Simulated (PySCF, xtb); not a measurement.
N2O, SMILES N#[N+][O-].

xtb 6.7.1 with GFN2-xTB at its own geometry gives an orbital gap of 6.24 eV and a dipole moment of 0.20 D.

The structure is a stationary point at PBE0-D3(BJ)/def2-TZVP.

Problem. What does PBE0/def2-TZVPD (PySCF) give? (Estimate from the structure and the level; the computed values follow.)

Solution. gap 9.58 eV (levels -9.84 and -0.26 eV), dipole 0.03 D.
